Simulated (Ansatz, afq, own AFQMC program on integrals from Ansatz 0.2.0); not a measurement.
Two steps: Ansatz 0.2.0 writes the Fock matrix and Cholesky factors of the valence space, and afq projects on them the lowest state that overlaps trial and start.

```yaml
crystal:
  periodic: [false, false, false]
  atoms:
    - {symbol: Al, position_ang: [0.000000, 0.000000, 0.000000]}
basis:
  gaussian: {orbitals: cc-pVTZ}
magnetization: {spin_polarized: true, initial_magnetization: 1}
correlation: {method: ccsd_t, electrons: outside_noble_gas, hamiltonian_folder: ham}
```

```sh
$ ansatz run in.yaml --threads 1 --pin off --events-out ev --progress --plain --max-ram 15360MiB --backend cuda --devices 0, --max-vram 18GiB
```

Options of the walk:

```
--method free --trial cisd --walkers 4000 --time-step 0.03 --max-blocks 4000 --target-error 0.00013 --factor-cut 1e-05 --seed 8916 --times 0,0.3,0.6,1.2,1.8,2.4,3.6,4.8,6 --taylor-order 8
```

Times are imaginary, in 1/Eh. The walk had a cap of 61 s.

Output of the walk:

```
orbitals 29  electrons 2 1  factors 191 of 217
reference energy -241.87904563 Eh
CCSD correlation -0.05101454 Eh in 9 cycles, weight of the determinant in the CISD state 0.9310
repeat  energy at the last time / Eh  error
    10  -241.931704  0.000020
    20  -241.931660  0.000034
    30  -241.931662  0.000023
time / (1/Eh)  energy / Eh  error  mean overlap
  0.00  -241.930060  0.000000  1.0741
  0.30  -241.930624  0.000003  1.0738
  0.60  -241.930964  0.000004  1.0726
  1.20  -241.931321  0.000006  1.0720
  1.80  -241.931478  0.000005  1.0728
  2.40  -241.931565  0.000007  1.0729
  3.60  -241.931654  0.000009  1.0708
  4.80  -241.931676  0.000010  1.0707
  6.00  -241.931666  0.000023  1.0712
energy -241.931666 +/- 0.000023 Eh
```

The run passed its tests (error under three times the target), which doesn't prove that it has relaxed.

Against this walk (error 0.6 meV) on the same determinant: CCSD(T) 12.6 meV higher, full CI 0.3 meV lower (within the noise). The error is statistical, and a free projection of finite length keeps a remainder of its start.

Cautions: remainder of the start not in the error.

The walk took 24 s on 1 × NVIDIA H100 80GB HBM3 with 2 threads of AMD EPYC 7R13 Processor (Zen 3), with other jobs on the host (the card was shared). The log's last line is the free-projection energy.

A walk keeps the symmetry of its determinant, which the program's search chose and which needn't be the lowest solution, so a lower state of the same spin and another symmetry isn't excluded.
